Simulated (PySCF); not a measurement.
Input of a run (PBE0-D3(BJ)/def2-TZVP geometry optimisation, gas phase (PySCF 2.14.0)), started from GFN2-xTB:
```
{"job": {"xc": "PBE0", "basis": "def2-TZVP", "d3": "d3bj", "grid": 2, "kind": "geom"}, "charge": -1, "multiplicity": 1}
O      2.463646    -0.269331     0.328667
C      1.234075    -0.164701     0.167766
C      0.400533     0.922575    -0.095780
C     -0.920378     0.437050    -0.178083
C     -0.870506    -0.902447     0.032189
O      0.422792    -1.305935     0.245504
H      0.725302     1.940776    -0.213167
H     -1.813211     1.013403    -0.370203
H     -1.628691    -1.665398     0.057929
```

Output (energies in Eh, forces in Eh/bohr):
```
step   0  E = -304.47540490  max force = 0.025729
step   1  E = -304.47626315  max force = 0.003778
step   2  E = -304.47624208  max force = 0.003435
step   3  E = -304.47630070  max force = 0.000858
step   4  E = -304.47630203  max force = 0.000392
optimisation converged
```

Question: Summarise the run.

Answer: The energy falls by 0.56 kcal/mol over 5 energy and gradient evaluations, the largest force component goes from 0.0257 to 3.9e-04 Eh/bohr, and the atoms move by 0.017 Å rms after alignment. The bond that changes most is C2–O6 (aromatic carbon bearing oxygen to furan-type oxygen), which lengthens by 0.019 Å. Bonds longer at the end by more than 0.005 Å: 3 of 9; shorter: 1. Among the angles that change most is O1–C2–C3, from 132.9° to 135.8°. The energy rose by more than 1e-6 Eh at step 2. The first step brought 96 % of the lowering.

Question: What are the final bond lengths?

Answer: O1–C2 1.234 Å, C2–C3 1.403 Å, C3–C4 1.423 Å, C4–C5 1.356 Å, C5–O6 1.367 Å, C2–O6 1.421 Å, C3–H7 1.079 Å, C4–H8 1.083 Å, C5–H9 1.079 Å. Numbering counts from 1 in the input's order; the species is `[O-]c1ccco1`.

The run used 204 basis functions and 40 SCF cycles in all. Hardware: Arm Neoverse V1, one thread, shared host with 64 logical CPUs at a one-minute load of 17. Cost: 48 s wall, 0.83 GiB resident at most.

Not checked by PBE0-D3(BJ)/def2-TZVP frequencies. Geometry: PBE0-D3(BJ)/def2-TZVP; no solvent, vibrations or thermal averaging.
